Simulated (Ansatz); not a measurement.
```yaml
crystal:
  periodic: [false, false, false]
  atoms:
    - {symbol: N, position_ang: [-1.663730, -0.269718, -0.002422]}
    - {symbol: Ge, position_ang: [-0.027555, 0.086378, 0.000607]}
    - {symbol: N, position_ang: [1.636113, -0.212656, -0.001022]}
    - {symbol: H, position_ang: [2.369627, 0.478152, 0.004119]}
basis:
  gaussian: {orbitals: def2-TZVP}
magnetization: {spin_polarized: true, initial_magnetization: 1}
hamiltonian: {xc: pbe0}
relax: {f_tol: 0.004, max_steps: 80}
```

```sh
$ ansatz run in.yaml --threads 1 --pin off --events-out ev --progress --plain --max-ram 2176MiB
```

Steps of the relaxation (energy above the last step; positions in Å, forces in eV/Å):

```
4
step 1, 104.6 meV
N    -1.664   -0.270   -0.002   -1.438   -0.128   -0.001
Ge   -0.028    0.086    0.001    1.919    0.114    0.001
N     1.636   -0.213   -0.001   -0.395   -0.482   -0.004
H     2.370    0.478    0.004   -0.086    0.496    0.004
```

```
4
step 2, 51.5 meV
N    -1.676   -0.250   -0.002   -0.637    0.021    0.000
Ge   -0.008    0.062    0.000    0.769    0.006    0.000
N     1.649   -0.232   -0.001    0.064   -0.277   -0.002
H     2.349    0.502    0.004   -0.196    0.249    0.002
```

```
4
step 3, 12.3 meV
N    -1.689   -0.191   -0.002    0.458    0.091    0.001
Ge    0.030   -0.009    0.000   -0.737   -0.040   -0.001
N     1.689   -0.279   -0.001    0.605    0.268    0.002
H     2.284    0.561    0.005   -0.327   -0.320   -0.002
```

```
4
step 7, 0.0 meV
N    -1.672   -0.159   -0.002    0.001    0.000    0.000
Ge    0.035   -0.046    0.000   -0.001    0.000    0.000
N     1.710   -0.292   -0.002    0.001   -0.002    0.000
H     2.240    0.580    0.005   -0.001    0.001    0.000
```

Close pairs at the end: N3–H4 1.021 Å, Ge2–N3 1.693 Å, N1–Ge2 1.711 Å.

A stationary point of unrestricted PBE0 after 7 steps, with ⟨S²⟩ = 0.788 against 0.75 for a pure state; no frequencies were run, so it isn't proven a minimum. 69 s on 1 thread of Intel Xeon Platinum 8488C, shared host.
